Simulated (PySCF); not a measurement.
Constitutional and geometric isomers with formula C2H2O. All species are isolated molecules in the gas phase. Strings in code marks are SMILES.

The dipole moment from two functionals at the same geometries (r2SCAN-D4/def2-TZVP), both in PySCF: PBE-D3(BJ)/def2-TZVP and r2SCAN-D4/def2-TZVP. 

| species | r2SCAN-D4/def2-TZVP (D) |
|---|---|
| `C1=CO1` | 2.37 |
| `C#CO` | 1.80 |
| `C(=C)=O` | 1.44 |

**Question.** What does PBE-D3(BJ)/def2-TZVP give for each?

**Answer.** 
- `C1=CO1`: 2.29
- `C#CO`: 1.78
- `C(=C)=O`: 1.37
Over these rows, drawn at random from the members with no instability flagged (it was tested for open shells, ions and some series alone), PBE minus r2SCAN-D4: mean -0.06 D, from -0.08 D to -0.02 D.
